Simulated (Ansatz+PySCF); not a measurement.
The numbers below are computed, except where a source is named.
Several solutions for singlet C₄H₆

```xyz
10

C     0.0000    0.0037   -0.7274
C     0.0000   -0.0037    0.7274
C     0.0000    1.1141   -1.4779
C     0.0000   -1.1141    1.4779
H     0.0000   -0.9768   -1.2194
H     0.0000    0.9768    1.2194
H     0.0000    1.0675   -2.5695
H     0.0000    2.1089   -1.0210
H     0.0000   -1.0675    2.5695
H     0.0000   -2.1089    1.0210
```

Basis set: def2-SVP (spherical functions). Charge 0, multiplicity 1.

CASSCF(2,2) was run from several starts with Ansatz (development build ahead of 0.2.0) and PySCF 2.14.0. The starts are those of the Hartree–Fock orbitals from which the active space was taken at the frontier.

| run | program | start | converged | energy (hartree) | <S²> |
| --- | --- | --- | --- | --- | --- |
| A | Ansatz | stability test followed | yes | -154.83597 | 0.00 |
| B | Ansatz | search for the lowest state | yes | -154.83597 | 0.00 |
| C | Ansatz | atomic start, no search | yes | -154.82436 | 0.00 |
| D | PySCF | program defaults | yes | -154.82436 | 0.00 |

Which runs reached the lowest solution of this kind, and what is wrong with the others?

A, B reached the lowest solution found. Converged but too high: C by 0.32 eV, D by 0.32 eV. Convergence only shows a stationary point; in CASSCF the end hangs on which orbitals enter the active space. Caution: other starts end on other solutions of this active space.
